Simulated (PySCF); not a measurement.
Compound: C2H6.
Bonds: C1–C2. Hydrogens: H3, H4, H5 on C1; H6, H7, H8 on C2.

Method: PySCF, PBE0-D3(BJ)/def2-SVP geometry optimisation, gas phase; density fitting, grid level 1; the optimiser is geomeTRIC in internal coordinates, started from a GFN2-xTB structure with every atom displaced at random (about 0.01 Å).

Step 0: E = -2167.8035 eV
```
atom  x, y, z in Å  |  force x, y, z in eV/Å
C1     -0.7320    0.0802   -0.0126   -0.458   0.984  -0.833
C2      0.7489   -0.1072    0.0083    0.388   0.289  -0.169
H3     -1.2377   -0.5641   -0.7476    0.045  -0.062  -0.016
H4     -0.9605    1.1321   -0.2965   -0.153  -0.351   0.122
H5     -1.1863   -0.1016    0.9509   -0.291  -0.133   0.646
H6      0.9895   -1.1237    0.2804    0.393  -0.713   0.157
H7      1.2304    0.5586    0.7363    0.062   0.049   0.099
H8      1.2029    0.1066   -0.9717    0.016  -0.062  -0.008
```

Question: Estimate the geometry and energy of step 1. (The exact step hangs on the optimiser's Hessian estimate; all steps are aligned on step 0, rigid shifts and turns removed.)

Answer: E = -2167.8430 eV, largest force 0.163 eV/Å
```
atom  x, y, z in Å  |  force x, y, z in eV/Å
C1     -0.7444    0.1048   -0.0225    0.002  -0.066   0.149
C2      0.7592   -0.1074    0.0077   -0.020  -0.084   0.032
H3     -1.2307   -0.5636   -0.7471   -0.040  -0.036  -0.044
H4     -1.0052    1.1352   -0.3012   -0.006   0.080  -0.027
H5     -1.2017   -0.0910    0.9629    0.033   0.005  -0.076
H6      1.0173   -1.1462    0.2756   -0.020   0.068  -0.016
H7      1.2458    0.5495    0.7444    0.022   0.022   0.005
H8      1.2148    0.0996   -0.9722    0.029   0.011  -0.023
```

The energy changes by -0.0395 eV. The first-order estimate −F·Δx gives -0.0866 eV and the mean of the old and new forces, exact on a quadratic surface, -0.0404 eV. The step makes an angle of 51° with the force vector and moves no atom by more than 0.045 Å.

What follows is the cost of the whole optimisation. On an Arm Neoverse V1 with one thread, no GPU, shared host with 32 logical CPUs at a one-minute load of 20, this took 3.3 s wall and 0.28 GiB of memory at its peak.
